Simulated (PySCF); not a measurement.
## Exact mass, isotope pattern and composition

Species: `NC1CC1`.

All values are calculated from tables of isotopes.

What are the average molar mass and the monoisotopic mass?

For C3H7N, with standard atomic weights, 1 × 14.007 + 3 × 12.011 + 7 × 1.008 = 57.096 g/mol. From the most abundant isotopes (14N, 12C, 1H), 1 × 14.003074 + 3 × 12.000000 + 7 × 1.007825 = 57.0578 u.

What cluster does the molecular ion M+• show when like nominal masses merge?

```csv
nominal mass,m/z (centroid),relative intensity
57,57.0573,100.0
58,58.0601,3.7
```

Lines under 0.1 % of the tallest are left out. One electron mass, 0.00055 u, is taken off.

Which m/z would the protonated, sodiated and deprotonated molecule have?

[M+H]+ 58.0651, [M+Na]+ 80.0471, [M−H]− 56.0506, for the monoisotopic species (arithmetic only; whether such ions form is another matter).

What share of all molecules is the monoisotopic species?

0.99632 × 0.9893^3 × 0.999885^7 = 96.39 %.

How much CO2 and H2O would complete combustion of 2.00 mg give?

35.03 μmol of compound give 4.62 mg CO2 and 2.21 mg H2O.

What resolving power m/Δm just matches the spacing of the species with one 15N and with one 13C?

They lie 0.00632 u apart at mass 58.05, so m/Δm is about 9200.
